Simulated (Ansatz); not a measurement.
A nudged elastic band was laid between two geometries of CH6Si + H2 (10 atoms, charge 0, multiplicity 1).

All numbers below come from Ansatz 0.2.0, RKS PBE-D4/6-31G*.

```
movable images  : 7
climbing image  : from the first iteration
spring          : 5.0 eV/Å²
optimiser       : fire
start path      : through a guess of the saddle point
force threshold : 0.03 eV/Å
iteration limit : 60
end points      : relaxed
```

Image 0:

```xyz
10
Properties=species:S:1:pos:R:3
Si 0.398 -0.080 0.156
C 0.404 -0.063 2.048
H -0.623 -0.128 2.442
H 0.979 -0.915 2.447
H 0.859 0.866 2.431
H 1.796 0.016 -0.387
H -0.389 1.077 -0.391
H -0.217 -1.346 -0.370
H -2.907 0.657 0.796
H -3.265 0.464 1.427
```

Image 8:

```xyz
10
Properties=species:S:1:pos:R:3
Si -0.331 0.249 -0.817
C -0.261 -0.139 2.938
H -0.422 -0.419 3.990
H 0.199 -0.983 2.401
H 0.405 0.735 2.887
H 0.845 0.894 -0.150
H -0.250 0.472 -2.297
H -0.323 -1.223 -0.534
H -1.599 0.853 -0.294
H -1.228 0.109 2.475
```

Question: Which bonds break or form, and what moves?

Answer: Bonds broken: Si1–C2, H9–H10. Bonds formed: Si1–H9, C2–H10. CH6Si + H2 becomes CH4 + H4Si.

Question: What energy profile does the band end with?

Answer: It did not converge within its limit. The highest image is number 5 of 0 to 8, 69.5 kcal/mol above the first end and 77.2 kcal/mol above the last; the last end lies 7.7 kcal/mol below the first. The band didn't meet its force threshold, so its energies are provisional: the largest band force was still 0.07 eV/Å, and over the last iterations the top stayed at 3.01 eV. The orbitals stay closed-shell, which can raise the energy where a bond breaks towards radicals; this wasn't checked here.

```json
{"image": "0", "path coordinate (Å)": "0.00", "energy (kcal/mol)": "0.0", "Si1–C2 (Å)": "1.89", "H9–H10 (Å)": "0.75", "Si1–H9 (Å)": "3.45"}
{"image": "1", "path coordinate (Å)": "0.61", "energy (kcal/mol)": "0.4", "Si1–C2 (Å)": "1.89", "H9–H10 (Å)": "0.75", "Si1–H9 (Å)": "3.09"}
{"image": "2", "path coordinate (Å)": "1.22", "energy (kcal/mol)": "2.2", "Si1–C2 (Å)": "1.90", "H9–H10 (Å)": "0.75", "Si1–H9 (Å)": "2.87"}
{"image": "3", "path coordinate (Å)": "1.83", "energy (kcal/mol)": "9.4", "Si1–C2 (Å)": "1.92", "H9–H10 (Å)": "0.75", "Si1–H9 (Å)": "2.50"}
{"image": "4", "path coordinate (Å)": "2.45", "energy (kcal/mol)": "32.0", "Si1–C2 (Å)": "1.99", "H9–H10 (Å)": "0.79", "Si1–H9 (Å)": "2.07"}
{"image": "5", "path coordinate (Å)": "3.06", "energy (kcal/mol)": "69.5", "Si1–C2 (Å)": "2.21", "H9–H10 (Å)": "1.15", "Si1–H9 (Å)": "1.74"}
{"image": "6", "path coordinate (Å)": "4.20", "energy (kcal/mol)": "12.2", "Si1–C2 (Å)": "2.91", "H9–H10 (Å)": "1.65", "Si1–H9 (Å)": "1.51"}
{"image": "7", "path coordinate (Å)": "5.35", "energy (kcal/mol)": "-5.9", "Si1–C2 (Å)": "3.42", "H9–H10 (Å)": "2.11", "Si1–H9 (Å)": "1.50"}
{"image": "8", "path coordinate (Å)": "6.50", "energy (kcal/mol)": "-7.7", "Si1–C2 (Å)": "3.78", "H9–H10 (Å)": "2.89", "Si1–H9 (Å)": "1.50"}
```

The run took 10 min on 1 thread of Arm Neoverse V1, with other jobs on the host, peak memory 0.098 GiB.
